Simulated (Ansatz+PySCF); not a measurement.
## singlet LiF: levels of theory in one basis

| atom | x (Å) | y (Å) | z (Å) |
| --- | --- | --- | --- |
| Li | 0.0000 | 0.0000 | -2.0107 |
| F | 0.0000 | 0.0000 | 0.6702 |

Basis set: STO-3G (spherical functions). Frozen core: 1 orbital. Charge 0, multiplicity 1.

Computed with Ansatz (development build ahead of 0.2.0); each method stands on the lowest determinant of its kind that the runs found.

| method | E − E(RHF) (eV) | <S²> of the determinant |
| --- | --- | --- |
| RHF | 0.00 | 0.00 |
| UHF | -3.06 | 1.00 |
| RHF-MP2 | -1.76 | – |
| UHF-MP2 | -3.09 | 1.00 |
| RHF-CCSD | -3.12 | – |
| UHF-CCSD | -3.11 | 1.00 |
| RHF-CCSD(T) | -3.27 | – |
| UHF-CCSD(T) | -3.11 | 1.00 |
| full CI (lowest root of this spin) | -3.26 | – |

At such a shape the full CI root can have another spatial symmetry than the determinants, so the rows needn't describe one state.

Question: Is a single determinant a sound starting point here?

Answer: It is doubtful. Unrestricted orbitals lower Hartree–Fock by 3.06 eV and <S²> is 1.00 where a pure state has 0.00, a sign of strong static correlation.

Caution for RHF, RHF-MP2, RHF-CCSD, RHF-CCSD(T): an unrestricted determinant lies well below. Caution for UHF, UHF-MP2, UHF-CCSD, UHF-CCSD(T): the unrestricted determinant is a mixture of spin states. Caution for RHF-MP2, UHF-MP2, RHF-CCSD, UHF-CCSD, RHF-CCSD(T), UHF-CCSD(T): large amplitudes, a single reference is doubtful. Caution for RHF-MP2: the program doubts this total. Caution for UHF-MP2, UHF-CCSD, UHF-CCSD(T): a plain start can end on a higher determinant. Caution for UHF-CCSD(T): another reference gives a lower total.
